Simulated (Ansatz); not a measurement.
Rock-salt HfN, treated with PBE-D3(BJ) (PAW; Ansatz, a program for electronic structure).

Settings: plane-wave cutoff 520 eV, 16×16×16 k mesh, Fermi–Dirac smearing 0.1 eV, perturbation theory, scalar-relativistic PAW data made under PBE.

Cell (relaxed at this level):

HfN is taken in the cubic space group Fm-3m (No. 225), the rock salt structure, Pearson symbol cF8. Cell: a = 4.5166 Å, b = 4.5166 Å, c = 4.5166 Å, α = 90.00°, β = 90.00°, γ = 90.00°. Hf on 4a is surrounded by 6 N at 2.258 Å (octahedral). N on 4b sees 6 Hf at 2.258 Å (octahedral). (Neighbours: up to the widest gap in distance over summed covalent radii, below 1.35, at either atom; cation-cation and far metal-metal contacts left out.)
(The calculation used a cell of 2 atoms; values per cell refer to that cell.)

Task: Give the computed zone-centre TO phonon frequency.

Result: 
* **zone-centre TO phonon frequency**: 498 cm⁻¹

Note: the dispersion coefficients are held fixed in the derivatives.

Spin–orbit coupling is not included.

The result took around 17 core-minutes (rough).
